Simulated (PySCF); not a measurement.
isobutene (C4H8), SMILES C=C(C)C.

Geometry optimised at PBE0-D3(BJ)/def2-SVP.

Computed with PBE/def2-TZVP in PySCF.

Symmetry labels are those of the subgroup C2v that the program uses (full group C2v).

Computed valence orbital energies around the gap with their symmetry:
```json
[
 {"orbital": "HOMO−7", "symmetry": "B1", "energy (eV)": "-11.01"},
 {"orbital": "HOMO−6", "symmetry": "A1", "energy (eV)": "-10.78"},
 {"orbital": "HOMO−5", "symmetry": "B2", "energy (eV)": "-10.52"},
 {"orbital": "HOMO−4", "symmetry": "A2", "energy (eV)": "-9.28"},
 {"orbital": "HOMO−3", "symmetry": "B1", "energy (eV)": "-8.84"},
 {"orbital": "HOMO−2", "symmetry": "A1", "energy (eV)": "-8.72"},
 {"orbital": "HOMO−1", "symmetry": "B1", "energy (eV)": "-8.13"},
 {"orbital": "HOMO", "symmetry": "B2", "energy (eV)": "-5.91"},
 {"orbital": "LUMO", "symmetry": "B2", "energy (eV)": "-0.53"},
 {"orbital": "LUMO+1", "symmetry": "A1", "energy (eV)": "0.49"},
 {"orbital": "LUMO+2", "symmetry": "B1", "energy (eV)": "1.73"},
 {"orbital": "LUMO+3", "symmetry": "A1", "energy (eV)": "1.74"}
]
```
